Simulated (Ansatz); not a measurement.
The input, for Ansatz 0.2.0:

```yaml
crystal:
  periodic: [false, false, false]
  atoms:
    - {symbol: As, position_ang: [0.000000, -0.028106, 0.000000]}
    - {symbol: H, position_ang: [0.000000, 1.044592, -1.090899]}
    - {symbol: H, position_ang: [0.000000, 1.044590, 1.090902]}
basis:
  gaussian: {orbitals: cc-pVTZ}
total_charge: 1
magnetization: {spin_polarized: false}
correlation: {method: ccsdtq, electrons: outside_noble_gas}
```

```sh
$ ansatz run in.yaml --threads 2 --pin off --events-out ev --progress --plain --max-ram 31488MiB --backend cuda --devices 0, --max-vram 37GiB
```

Log:

```
823 factors; integrals over basis functions are off by at most 2.0e-7 eV
mean field evaluation 1: about -60818.6640 eV, gradient 8.5e0 eV
mean field evaluation 2: about -60818.6998 eV, gradient 8.6e0 eV
mean field evaluation 4: about -60818.9751 eV, gradient 8.9e-1 eV
mean field evaluation 8: about -60818.9783 eV, gradient 1.2e-3 eV
mean field evaluation 16: about -60818.9741 eV, gradient 1.0e0 eV
mean field -60818.97825668 eV, -2235.0562263489 hartree, gradient 2.3e-6 eV, S^2 0.000000; 0 other end points of the search recorded, 0 dependent functions left out; unrestricted orbitals would lower it
14 core orbitals not correlated: weight in the atoms' cores, before any rotation towards them, 1.000 or more for the frozen orbitals, at most 0.000 for the correlated occupied ones
reference -60818.97825668 eV, -2235.0562263489 hartree; 3, 3 occupied and 54, 54 virtual orbitals, 823 factors
second order -3.02956264 eV of doubles, -0.00000000 eV of singles
cycle   1  -3.51522570 eV  change   -4.9e-1 eV  update   6.2e-2
cycle   2  -3.84792805 eV  change   -3.3e-1 eV  update   2.9e-2
cycle   3  -3.85047845 eV  change   -2.6e-3 eV  update   9.2e-3
cycle   4  -3.85545624 eV  change   -5.0e-3 eV  update   4.9e-3
cycle   5  -3.85694816 eV  change   -1.5e-3 eV  update   2.0e-3
cycle   6  -3.85497522 eV  change    2.0e-3 eV  update   9.7e-4
cycle   7  -3.85559468 eV  change   -6.2e-4 eV  update   4.6e-4
cycle   8  -3.85605235 eV  change   -4.6e-4 eV  update   1.7e-4
cycle   9  -3.85596619 eV  change    8.6e-5 eV  update   6.9e-5
cycle  10  -3.85591636 eV  change    5.0e-5 eV  update   2.5e-5
cycle  11  -3.85591706 eV  change   -7.0e-7 eV  update   1.0e-5
cycle  12  -3.85592455 eV  change   -7.5e-6 eV  update   5.3e-6
cycle  13  -3.85592542 eV  change   -8.6e-7 eV  update   2.2e-6
cycle  14  -3.85592471 eV  change    7.1e-7 eV  update   8.7e-7
cycle  15  -3.85592428 eV  change    4.3e-7 eV  update   2.6e-7
Total energy: -60822.83418096 eV, -2235.1979289526 hartree
```

For the same geometry and basis full CI lies 0.0 meV lower.

Ran on 2 threads of AMD EPYC 7R13 with a shared H100 80 GB, shared host: 13 s wall, 0.82 GiB peak host memory.
